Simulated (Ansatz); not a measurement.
```yaml
crystal:
  periodic: [false, false, false]
  atoms:
    - {symbol: C, position_ang: [-0.853081, -2.008953, -0.664156]}
    - {symbol: C, position_ang: [0.005891, -1.152866, 0.328102]}
    - {symbol: C, position_ang: [-0.094346, 0.313625, -0.082262]}
    - {symbol: O, position_ang: [0.794094, 1.008840, 0.838415]}
    - {symbol: C, position_ang: [0.915637, 2.312612, 0.543027]}
    - {symbol: F, position_ang: [-0.260508, 2.970696, 0.756887]}
    - {symbol: H, position_ang: [-1.949729, -1.708776, -0.634057]}
    - {symbol: H, position_ang: [-0.470717, -1.917159, -1.738679]}
    - {symbol: H, position_ang: [-0.894048, -3.088438, -0.426627]}
    - {symbol: H, position_ang: [0.991388, -1.503156, 0.266147]}
    - {symbol: H, position_ang: [-0.361763, -1.319890, 1.276717]}
    - {symbol: H, position_ang: [-1.061901, 0.658707, -0.003265]}
    - {symbol: H, position_ang: [0.339463, 0.394575, -1.110963]}
    - {symbol: H, position_ang: [1.684614, 2.725432, 1.191972]}
    - {symbol: H, position_ang: [1.214923, 2.408640, -0.568644]}
basis:
  gaussian: {orbitals: "6-31G*", nuclear_model: gaussian}
total_charge: 1
magnetization: {spin_polarized: true, initial_magnetization: 1}
hamiltonian: {xc: {name: RPBE}, dispersion: d4}
accuracy: high
output: {forces: true}
```

```sh
$ ansatz run in.yaml --threads 4 --pin off --events-out ev --progress --plain --max-ram 11315MiB
```

Output, abridged:

```
Functional definition: RPBE
2630 factors; integrals over basis functions are off by at most 8.2e-9 eV
mean field evaluation 1: about -9033.3372 eV, gradient 5.5e1 eV
mean field evaluation 2: about -9000.8272 eV, gradient 9.4e1 eV
mean field evaluation 4: about -9045.7864 eV, gradient 2.0e1 eV
mean field evaluation 8: about -9047.4162 eV, gradient 6.8e0 eV
mean field evaluation 16: about -9047.7212 eV, gradient 3.0e-1 eV
mean field evaluation 64: about -9047.6828 eV, gradient 6.2e-7 eV
mean field -9047.72406769 eV, -332.4977267199 hartree, gradient 1.8e-8 eV, S^2 0.751526; 8 other end points of the search recorded, 0 dependent functions left out
reference -9047.72407026 eV, -332.4977268143 hartree; 25, 24 occupied and 83, 84 virtual orbitals, 2630 factors
Total energy: -9048.60025814 eV, -332.5299261251 hartree
Atom 0 at    -0.853081    -2.008953    -0.664156 Å, force    -0.034620     1.024558    -1.070327 eV/Å
Atom 1 at     0.005891    -1.152866     0.328102 Å, force    -2.389493    -0.315011    -3.098983 eV/Å
Atom 2 at    -0.094346     0.313625    -0.082262 Å, force     3.031007    -2.831346     0.344747 eV/Å
Atom 3 at     0.794094     1.008840     0.838415 Å, force     0.076359    -1.534744    -0.655818 eV/Å
Atom 4 at     0.915637     2.312612     0.543027 Å, force     0.339481     1.966413    -0.498038 eV/Å
Atom 5 at    -0.260508     2.970696     0.756887 Å, force    -0.276404     0.273987    -0.443672 eV/Å
Atom 6 at    -1.949729    -1.708776    -0.634057 Å, force     0.632882    -0.242283    -0.135946 eV/Å
Atom 7 at    -0.470717    -1.917159    -1.738679 Å, force    -0.499986    -0.019794     1.089440 eV/Å
Atom 8 at    -0.894048    -3.088438    -0.426627 Å, force     0.201582    -0.112200     0.367605 eV/Å
Atom 9 at     0.991388    -1.503156     0.266147 Å, force     2.249301    -0.402572     0.034493 eV/Å
Atom 10 at    -0.361763    -1.319890     1.276717 Å, force    -0.830038    -0.332477     2.739674 eV/Å
Atom 11 at    -1.061901     0.658707    -0.003265 Å, force    -2.718047     1.136753     0.039049 eV/Å
Atom 12 at     0.339463     0.394575    -1.110963 Å, force    -0.310673     0.690964     0.198772 eV/Å
Atom 13 at     1.684614     2.725432     1.191972 Å, force     0.535159     0.499998     0.273768 eV/Å
Atom 14 at     1.214923     2.408640    -0.568644 Å, force    -0.006509     0.197754     0.815236 eV/Å
Dipole moment:     0.241816    -0.070985    -0.293951 e Å
```

It took 15 s on 4 threads of an Arm Neoverse V2 on a shared host, with 0.45 GiB of host memory at the peak.
